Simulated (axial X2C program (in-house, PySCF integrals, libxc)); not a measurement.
**CS: computed against measured constants**

All values were computed with an in-house all-electron X2C program for linear molecules (integrals from PySCF). Spin-free means the one-electron spin-free X2C Hamiltonian; two-component (2c) means X2C with spin–orbit coupling and atomic mean-field two-electron Coulomb and Gaunt terms, so the difference of the two also holds small scalar two-electron terms. Basis: S dyall-av4z [10s9p4d3f2g], C dyall-v4z [8s7p3d2f1g] (cores contracted in-house); Gaussian nuclei, density fitting, unrestricted open shells. Masses: S 31.972 u, C 12.000 u.

```tsv
Hamiltonian	level	Re (Å)	ωe (cm⁻¹)	ωexe (cm⁻¹)	De (eV)
spin-free	PBE0	1.530	1328.1	5.69	7.25
spin-free	HF	1.511	1421.3	5.4	4.19
spin-free	MP2	1.537	1302.6	5.61	7.60
spin-free	CCSD	1.531	1331.8	5.67	6.86
spin-free	CCSD(T)	1.543	1277.0	6.26	7.27
spin-free	r2SCAN0	1.524	1349.5	5.59	6.88
spin-free	B97-3	1.530	1323.8	5.79	7.34
spin-free	BLYP	1.549	1239.2	6.27	7.43
2c	PBE0	1.530	1327.9	5.68	7.25
2c	HF	1.511	1420.9	5.4	4.19
2c	MP2	1.537	1302.4	5.59	7.58
2c	CCSD	1.531	1331.7	5.69	6.85
2c	CCSD(T)	1.543	1277.1	6.32	7.25
2c	r2SCAN0	1.524	1349.3	5.59	6.88
2c	B97-3	1.530	1323.6	5.79	7.34
2c	BLYP	1.549	1239.1	6.27	7.44
```

De refers to S + C.

Correlated methods: 10 electrons correlated (number of frozen shells: S 2 s, 1 p; C 1 s), 288 virtual spin orbitals or spinors in MP2, 150 natural virtuals in coupled cluster.

Measured (Huber and Herzberg, Constants of Diatomic Molecules, 1979; state 1Σ+): Re (Å) 1.53494, ωe (cm⁻¹) 1285.08, ωexe (cm⁻¹) 6.46.

Task: Work out the error of each level, computed minus measured.

Result: 

```
Hamiltonian    level  Re (Å)  ωe (cm⁻¹)  ωexe (cm⁻¹)
  spin-free     PBE0  -0.005       43.0        -0.77
  spin-free       HF  -0.024      136.2        -1.06
  spin-free      MP2   0.002       17.5        -0.85
  spin-free     CCSD  -0.004       46.7        -0.79
  spin-free  CCSD(T)   0.008       -8.1        -0.20
  spin-free  r2SCAN0  -0.011       64.4        -0.87
  spin-free    B97-3  -0.005       38.7        -0.67
  spin-free     BLYP   0.014      -45.9        -0.19
         2c     PBE0  -0.005       42.8        -0.78
         2c       HF  -0.024      135.8        -1.06
         2c      MP2   0.002       17.3        -0.87
         2c     CCSD  -0.004       46.6        -0.77
         2c  CCSD(T)   0.008       -8.0        -0.14
         2c  r2SCAN0  -0.011       64.2        -0.87
         2c    B97-3  -0.005       38.5        -0.67
         2c     BLYP   0.014      -46.0        -0.19
```

The state is a single determinant with fixed occupations, the lowest that a limited PBE0 search found. The closed shell is kept restricted, so the energy runs too high when the bond is stretched far. Dissociation energies refer to the lowest single-determinant-based atoms at the same level and basis. CCSD and (T) use frozen natural virtuals with an MP2 correction for the truncation; (T) itself is uncorrected, so its De runs slightly low. A 2c atom that is not at its ground J level misses part of its spin–orbit lowering, and De is too large by that part (0.04 eV or less for light atoms). This holds for PBE0, MP2, CCSD, CCSD(T), r2SCAN0, B97-3, BLYP. The functionals have no current-density term, which raises determinants with orbital currents, atoms included. Some points did not converge and are left out. The stretched end of a curve changes character and is left out.
